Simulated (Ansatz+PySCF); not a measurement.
# singlet C2H2: levels of theory in one basis

```yaml
atoms:
  - { symbol: C, position_ang: [0.0000, 0.0000, -0.6043] }
  - { symbol: C, position_ang: [0.0000, 0.0000, 1.8128] }
  - { symbol: H, position_ang: [0.0000, 0.0000, -1.6792] }
  - { symbol: H, position_ang: [0.0000, 0.0000, 2.8878] }
```

Basis set: cc-pVDZ (spherical functions). Left uncorrelated: 2 orbitals. Charge 0, multiplicity 1.

Computed with Ansatz (development build ahead of 0.2.0); each method stands on the lowest determinant of its kind that the runs found. NEVPT2 correlates all electrons. Active spaces start from the frontier orbitals, and the lowest solution found is given.

```json
{"method": "RHF", "E − E(RHF) (eV)": "0.00", "<S²> of the determinant": "0.00"}
{"method": "UHF", "E − E(RHF) (eV)": "-5.73", "<S²> of the determinant": "2.82"}
{"method": "UHF-MP2", "E − E(RHF) (eV)": "-9.20", "<S²> of the determinant": "2.82"}
{"method": "RHF-CCSD", "E − E(RHF) (eV)": "-9.08", "<S²> of the determinant": "–"}
{"method": "RHF-CCSD(T)", "E − E(RHF) (eV)": "-9.91", "<S²> of the determinant": "–"}
{"method": "UHF-CCSD(T)", "E − E(RHF) (eV)": "-10.31", "<S²> of the determinant": "2.82"}
{"method": "UHF-CCSDT(Q)", "E − E(RHF) (eV)": "-10.48", "<S²> of the determinant": "2.82"}
{"method": "CASSCF(6,6)", "E − E(RHF) (eV)": "-5.99", "<S²> of the determinant": "–"}
{"method": "CASSCF(2,2)", "E − E(RHF) (eV)": "-3.49", "<S²> of the determinant": "–"}
{"method": "SC-NEVPT2(6,6)", "E − E(RHF) (eV)": "-9.58", "<S²> of the determinant": "–"}
{"method": "SC-NEVPT2(2,2)", "E − E(RHF) (eV)": "-8.33", "<S²> of the determinant": "–"}
```

(1) What does RHF-MP2 give on the same scale?

(2) Is a single determinant a sound starting point here?

## Answers

(1) -7.00 eV.

(2) It is doubtful. Unrestricted orbitals lower Hartree–Fock by 5.73 eV and <S²> is 2.82 where a pure state has 0.00, a sign of strong static correlation. The CASSCF(6,6) natural occupations are 1.52, 1.20, 1.20, 0.79, 0.79, 0.49. The CASSCF(2,2) natural occupations are 1.25, 0.75.

Caution for RHF, RHF-MP2, RHF-CCSD, RHF-CCSD(T): an unrestricted determinant lies well below. Caution for UHF, UHF-MP2, UHF-CCSD(T), UHF-CCSDT(Q): the unrestricted determinant is a mixture of spin states; the determinant breaks the point group. Caution for RHF-MP2, RHF-CCSD, RHF-CCSD(T): large amplitudes, a single reference is doubtful. Caution for UHF-MP2, UHF-CCSD(T), UHF-CCSDT(Q): bonds are stretched, where a single reference can fail. Caution for RHF-CCSD(T): the amplitudes may be one of several solutions. Caution for UHF-CCSD(T): the program doubts this total. Caution for CASSCF(6,6): other starts end on other solutions of this active space.
